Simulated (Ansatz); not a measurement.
**CHFO: taking an electron away**

An exercise on one series of results from a longer session: the logs are not shown, and one member is left open.

The runs use Ansatz 0.2.0, Gaussian basis; unrestricted cation, the program's frozen cores in correlated methods.

Plan: UKS PBE-D4/def2-TZVPP; UKS r2SCAN-D4/def2-TZVPP; UKS PBE0-D4/def2-TZVPP; UKS B3LYP-D4/def2-TZVPP; UKS wB97X-V/def2-TZVPP; UKS wB97M-V/def2-TZVPP; UKS B2PLYP/def2-TZVPP; UHF-CCSD(T)/def2-TZVPP; UHF-CCSD(T)/def2-QZVPP; extrapolation to the limit; then −ε(HOMO) from the neutral's earlier runs with LDA (SPW92), PBE-D4, revPBE-D4, BLYP-D4, r2SCAN-D4, B97M-V, PBE0-D4, B3LYP-D4, r2SCANh-D4, r2SCAN0-D4, HSE06-D4, BHLYP-D4, CAM-B3LYP-D4, LC-ωPBE, ωB97X-V, ωB97M-V.

### The geometry

An earlier PBE0-D4 in a triple-zeta def2 set relaxation fixed the geometry.

SMILES `O=CF`, 4 atoms, charge 0, spin multiplicity 1.

Atoms are counted from 1 here; the program's logs count them from 0.

Bond lengths: O1–C2 1.174 Å, C2–F3 1.336 Å, C2–H4 1.097 Å. Angles: O1–C2–F3 122.9°, O1–C2–H4 127.8°, F3–C2–H4 109.3°.

The first run:

The input, in.yaml:

```yaml
crystal:
  periodic: [false, false, false]
  atoms:
    - {symbol: O, position_ang: [-0.889346, 0.201130, 0.827770]}
    - {symbol: C, position_ang: [-0.046414, 0.067565, 0.021613]}
    - {symbol: F, position_ang: [0.585203, -1.091761, -0.181759]}
    - {symbol: H, position_ang: [0.350555, 0.823076, -0.667624]}
basis:
  gaussian: {orbitals: def2-TZVPP}
total_charge: 1
magnetization: {spin_polarized: true, initial_magnetization: 1}
hamiltonian: {xc: pbe, dispersion: d4}
```

The run is started by

```bash
> ansatz run in.yaml --threads 4 --pin off --events-out ev --progress --plain --max-ram 10444MiB
```

Steps of the session up to this table: Cation, UKS PBE-D4/def2-TZVPP; Cation, UKS r2SCAN-D4/def2-TZVPP; Cation, UKS PBE0-D4/def2-TZVPP; Cation, UKS B3LYP-D4/def2-TZVPP; Cation, UKS wB97X-V/def2-TZVPP; Cation, UKS wB97M-V/def2-TZVPP; Cation, UKS B2PLYP (frozen core)/def2-TZVPP; Cation, UHF-CCSD(T)/def2-TZVPP; Cation, UHF-CCSD(T)/def2-QZVPP.

One table of the session follows, with a row left open; its other results are not shown here.

It belongs to the step «Ionisation energies side by side». For comparison, −ε(HOMO) of the neutral from earlier runs:

| functional | −ε(HOMO) (eV) |
| --- | --- |
| LDA (SPW92) | 7.98 |
| PBE-D4 | 7.78 |
| revPBE-D4 | 7.71 |
| BLYP-D4 | 7.72 |
| r2SCAN-D4 | 8.15 |
| B97M-V | 8.28 |
| PBE0-D4 | 9.52 |
| B3LYP-D4 | 9.28 |
| r2SCANh-D4 | 8.80 |
| r2SCAN0-D4 | 9.79 |
| HSE06-D4 | ? |
| BHLYP-D4 | 11.25 |
| CAM-B3LYP-D4 | 11.06 |
| LC-ωPBE | 12.37 |
| ωB97X-V | 12.03 |
| ωB97M-V | 11.97 |

**Question.** Estimate the row for HSE06-D4.

The run gave: −ε(HOMO) (eV): 9.11. In the column «−ε(HOMO) (eV)» it lies between r2SCANh-D4 (8.80) and B3LYP-D4 (9.28).

To keep in mind: The cation may have settled in a state other than its lowest; no search over hole states beyond the program's own was made.
